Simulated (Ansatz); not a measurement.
Relaxation of CH₅OSi (8 atoms, charge 0, multiplicity 2), to a largest force component of 0.03 eV/Å in at most 50 steps.

All numbers below come from UKS PBE/cc-pVDZ in Ansatz 0.2.0.

```xyz
8
Properties=species:S:1:pos:R:3
H 0.249 -0.410 -0.419
C 0.638 -0.976 -1.281
O 1.765 -0.828 -1.705
Si -0.759 1.198 1.533
H -0.095 -1.703 -1.742
H 0.690 0.904 1.842
H -0.899 1.882 0.194
H -1.588 -0.066 1.578
```

Q: Where does it end, and by what steps?

A: It converged. After 5 steps the energy has fallen by 0.023 eV; H7 moved furthest, 0.17 Å.

```csv
step,energy less start (eV),largest force component (eV/Å),accepted
0,0.0000,0.774,yes
1,-0.0195,0.258,yes
2,0.3368,2.818,no
3,-0.0203,0.230,yes
4,0.0133,0.931,no
5,-0.0226,0.018,yes
```

```xyz
8
Properties=species:S:1:pos:R:3
H 0.279 -0.491 -0.501
C 0.692 -1.064 -1.389
O 1.821 -0.910 -1.803
Si -0.807 1.274 1.637
H -0.036 -1.790 -1.859
H 0.645 0.988 1.931
H -0.967 1.987 0.315
H -1.628 0.007 1.669
```

Time of the run: 7.6 s on 2 threads of Intel(R) Xeon(R) Platinum 8488C (Sapphire Rapids), with other jobs on the host, peak memory 0.16 GiB.
